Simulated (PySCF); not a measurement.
**Worked example: oscillator strength and radiative lifetime**

C4H8, SMILES C=C(C)C.

Geometry optimised at B3LYP-D3(BJ)/def2-SVP.

PySCF with TDDFT-PBE/def2-SVPD puts the first singlet state with f over 0.02 at 6.97 eV (vertical), with the transition dipole (0.000, 0.000, 1.485) in atomic units.

Problem. Find the oscillator strength, the wavelength and the radiative lifetime that this transition would have in vacuum if emission retraced absorption.

Solution. 
|μ|² = 2.2052 au, so |μ| = 3.77 D. ΔE = 6.97/27.211 = 0.2561 hartree. f = (2/3) ΔE |μ|² = 0.377 (the program prints 0.376).
λ = 1239.84/6.97 = 178 nm; ν = 56217 cm⁻¹.
Einstein's coefficient A = 0.6670 ν² f s⁻¹ (ν in cm⁻¹) = 7.9e8 s⁻¹, so τ = 1/A = 1.3 ns. This state is S2; the lower singlet has f = 0.000. The figure is the radiative limit of this one transition; relaxation, internal conversion, crossing to triplets and a medium change what is measured.
